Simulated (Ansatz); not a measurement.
Two structures of CH₆BF, closed shell, reached by relaxing down either side of one saddle point (PBE0-D4/def2-TZVP). Energies are electronic, without zero-point energy. Program: Ansatz 0.2.0. Basis: def2-TZVPP and def2-QZVPP. Cores are frozen in the correlated methods. Extrapolation: Hartree–Fock as exp(−7.88 √X), correlation as X^−2.97. First:

```tsv
atom	x (Å)	y (Å)	z (Å)
B1	-1.0844	0.6825	-1.3181
F2	-0.1442	0.6650	-2.2415
H3	-1.2048	1.6762	-0.6611
H4	-1.7749	-0.2891	-1.2044
H5	1.2149	-0.3653	0.0754
C6	0.8412	-0.5464	1.0834
H7	1.4312	0.0309	1.7942
H8	-0.2045	-0.2457	1.1595
H9	0.9254	-1.6081	1.3126
```

Second:

B1  (-0.820, 0.295, -0.189)
F2  (0.751, 0.311, -1.886)
H3  (-0.996, 1.477, -0.264)
H4  (-1.551, -0.431, -0.798)
H5  (1.455, -0.055, -1.414)
C6  (0.146, -0.288, 0.891)
H7  (0.984, 0.359, 1.163)
H8  (-0.472, -0.365, 1.800)
H9  (0.502, -1.303, 0.696)
(Å)

(1) Which bonds change from the first to the second?

(2) Give the saddle point's structure and its height above each. (To be estimated.)

T1 diagnostic: at most 0.012. The start structure is not quite a true minimum (one mode of 45i cm⁻¹).

## Answers

(1) BH₂F ([BH2][F]) + CH₄ → CH₅B ([BH2][CH3]) + HF; bonds formed: B1–C6, F2–H5; bonds broken: B1–F2, H5–C6.

(2) The calculation gives: 52.40 kcal/mol above the first and 19.44 kcal/mol above the second (CCSD(T) at an estimated basis limit (MP2 extrapolated from triple and quadruple zeta, plus CCSD(T) − MP2 in triple zeta)).
```csv
atom,x (Å),y (Å),z (Å)
B1,-0.6364,0.3278,-0.5130
F2,0.5198,0.3178,-1.6748
H3,-0.9150,1.4684,-0.2997
H4,-1.4743,-0.4576,-0.8363
H5,0.7666,-0.0436,-0.6276
C6,0.3712,-0.3086,0.7110
H7,1.1703,0.3005,1.1411
H8,-0.4644,-0.2437,1.4162
H9,0.6622,-1.3611,0.6831
```

Labels in which every atom is bracketed show which atoms are joined, not bond orders.

For scale, one of the runs: CCSD(T)/def2-TZVPP, 177 basis functions, launched by `ansatz run in.yaml --threads 2 --pin off --events-out ev --progress --plain --max-ram 4352MiB`. Hardware: 2 CPU threads of an Intel Xeon Platinum 8259CL, shared host. Wall time 46 s; peak host memory 1.7 GiB.
